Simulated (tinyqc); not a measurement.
RKS/BLYP in the sto-3g basis, for BH2+, spin multiplicity 1, step by step. One step of it, computed by the program tinyqc.

Task: Iteration 8 (converged): orbitals. Diagonalise F' = X^T F X, C = X C', fill 3 alpha and 3 beta electrons from the bottom; D = 2 C_occ C_occ^T. Each column has its largest component positive (the first on a tie).

converged F (hartree), lower triangle:
```
            1B 1s      1B 2s     1B 2px     1B 2py     1B 2pz      2H 1s      3H 1s
1B 1s   -6.812639
1B 2s   -2.032826  -1.187146
1B 2px   0.000000   0.000000  -0.375845
1B 2py   0.000000   0.000000   0.000000  -0.420767
1B 2pz   0.003194  -0.001903   0.000000   0.000000  -0.381325
2H 1s   -0.165233  -0.271479   0.000000  -0.235651  -0.083534  -0.468214
3H 1s   -0.165233  -0.271479   0.000000   0.235651  -0.083534  -0.018036  -0.468214
```

X:
```
                1          2          3         4          5          6         7
1B 1s   -0.513151   0.000000   0.658838  0.000000  -0.521280   0.000000  0.339087
1B 2s    0.934180   0.000000  -0.186272  0.000000  -0.179848   0.000000  0.550826
1B 2px   0.000000   0.000000   0.000000  1.000000   0.000000   0.000000  0.000000
1B 2py   0.000000   0.912318   0.000000  0.000000   0.000000   0.602787  0.000000
1B 2pz   0.250268   0.000000   0.662548  0.000000   0.708061   0.000000  0.144894
2H 1s   -0.548583  -0.654650  -0.315613  0.000000   0.252186   0.420021  0.343458
3H 1s   -0.548583   0.654650  -0.315613  0.000000   0.252186  -0.420021  0.343458
```

Give: F' = X^T F X; orbital energies; coefficients C; D after iteration 8.

Result:

F' = X^T F X (hartree), lower triangle:
```
         1        2        3        4        5        6        7
1  -0.7829
2   0.0000  -0.1731
3   1.0755   0.0000  -2.6169
4   0.0000   0.0000   0.0000  -0.3758
5  -0.9352   0.0000   2.1377   0.0000  -2.4492
6   0.0000   0.0216   0.0000   0.0000   0.0000  -0.5504
7   0.7826   0.0000  -1.8810   0.0000   1.8482   0.0000  -2.3246
```

orbital energies (hartree): MO1 -6.8198, MO2 -0.6639, MO3 -0.5516, MO4 -0.4164, MO5 -0.3758, MO6 -0.2737, MO7 -0.1719

coefficients C:
```
            MO1      MO2      MO3      MO4     MO5      MO6      MO7
1B 1s    0.9896  -0.2649   0.0000   0.1153  0.0000  -0.1458   0.0000
1B 2s    0.0373   0.8370   0.0000  -0.4392  0.0000   0.5901   0.0000
1B 2px   0.0000   0.0000   0.0000   0.0000  1.0000   0.0000   0.0000
1B 2py   0.0000   0.0000   0.5499   0.0000  0.0000   0.0000   0.9451
1B 2pz   0.0006   0.0380   0.0000   0.7853  0.0000   0.6370   0.0000
2H 1s   -0.0055   0.2560   0.4566   0.3476  0.0000  -0.6291  -0.6297
3H 1s   -0.0055   0.2560  -0.4566   0.3476  0.0000  -0.6291   0.6297
```

D after iteration 8, lower triangle:
```
          1B 1s   1B 2s  1B 2px   1B 2py  1B 2pz    2H 1s   3H 1s
1B 1s    2.0991
1B 2s   -0.3697  1.4039
1B 2px   0.0000  0.0000  0.0000
1B 2py   0.0000  0.0000  0.0000   0.6049
1B 2pz  -0.0190  0.0637  0.0000   0.0000  0.0029
2H 1s   -0.1465  0.4281  0.0000   0.5022  0.0194   0.5480
3H 1s   -0.1465  0.4281  0.0000  -0.5022  0.0194  -0.2858  0.5480
```
